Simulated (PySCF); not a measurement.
# Converging SiP⁺ in the basis (PBE)

PySCF, UKS reference; triplet, unpaired electrons π ↑↑; De to Si⁺ + P without counterpoise correction.

| basis | relativity | functions | Re (Å) | ωe (cm⁻¹) | De (eV) | μ (D) |
| --- | --- | --- | --- | --- | --- | --- |
| x2c-SVPall | spin-free X2C | 36 | 2.265 | 474 | 3.22 | -1.69 |
| def2-SVPD | no relativity | 48 | 2.265 | 478 | 3.34 | -1.54 |
| def2-TZVPPD | no relativity | 96 | 2.248 | 481 | 3.36 | -1.46 |

Problem. How does each smaller set differ from the one with most functions, def2-TZVPPD?

Solution. x2c-SVPall: +1.7 pm, -1.5 % in ωe, -0.14 eV in De; def2-SVPD: +1.7 pm, -0.6 % in ωe, -0.02 eV in De. All at PBE; the set with most functions is neither the basis-set limit nor always the best. The rows treat relativity differently, so the differences are not basis effects alone.

A positive dipole points towards P; it is taken about the centre of mass and depends on that origin. For an ion De counts to the pair picked by the measured ionisation energies or electron affinities, which need not be the lowest pair at this level. The state was picked by a PBE0 search and need not be the measured ground state.
